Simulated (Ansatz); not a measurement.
System: CS, charge 0, multiplicity 1. 
Geometry from a B3LYP-D3(BJ)/def2-TZVP (Ansatz, a first-principles code) optimisation:
```
C
S 1 1.5320
```

Property: atomisation energy (electronic, to ground-state atoms), in eV. Cores are frozen in the correlated levels unless marked. UHF or UKS for open shells. No spin-orbit coupling. Non-relativistic. The coupled-cluster limit lacks core correlation, which all-electron functionals hold. CBS(X,Y): correlation extrapolated as X^-3; Hartree-Fock from the larger set (for Q and 5 zeta extrapolated as (X+1)exp(-9√X)).

| level | program | atomisation energy (eV) |
|---|---|---|
| PBE0-D4/def2-TZVPD | Ansatz + dftd4 | 7.31 |

Question: What does CCSD(T)/CBS(cc-pV(Q+d)Z,cc-pV(5+d)Z) (Ansatz) give?

Answer: 7.41 eV
